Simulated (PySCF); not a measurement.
**Working out the ionisation energy of O**

O [He] 2s2 2p4 (3P) → O+ [He] 2s2 2p3 (4S). Calculation: PySCF 2.14, in aug-cc-pVDZ-DK; scalar relativity by spin-free X2C-1e. Frozen: 1s2. Energies in hartree (1 hartree = 27.21139 eV):

```csv
part,O (lower),O+ (upper)
UHF,-74.848596,-74.405878
CCSD correlation,-0.127299,-0.088218
(T),-0.001813,-0.000786
```

**Question.** What does Hartree-Fock give?

**Answer.** (-74.405878) − (-74.848596) = 0.442718 hartree = 12.047 eV.

**Question.** What do CCSD and CCSD(T) give?

**Answer.** The CCSD correlation energies differ by 0.039081 hartree = 1.063 eV and the triples by 0.001027 hartree = 0.028 eV, so CCSD gives 13.110 eV and CCSD(T) 13.138 eV.

Measured between the centres of the two terms (NIST): 13.608 eV, so CCSD(T) (valence) is off by -0.470 eV.

A double-zeta basis recovers only part of the correlation energy.

What remains against the reference includes basis incompleteness, the frozen core and higher excitations.
